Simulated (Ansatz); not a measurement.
Q: Name a neutral molecule of C, O, S and H with HOMO–LUMO gap (PBE0/def2-TZVPP) between 5.20 and 5.50 eV and HOMO–LUMO gap (PBE/def2-TZVPP) between 3.00 and 3.30 eV (Ansatz, PBE0-D4/def2-TZVP geometry).

A: `CC(O)=S` (5.31 eV, 3.15 eV); `CSC(O)=S` (5.32 eV, 3.30 eV); `COC(=S)SC` (5.27 eV, 3.27 eV). Other molecules can fit too; these were computed, each in one conformer that needn't be the lowest.
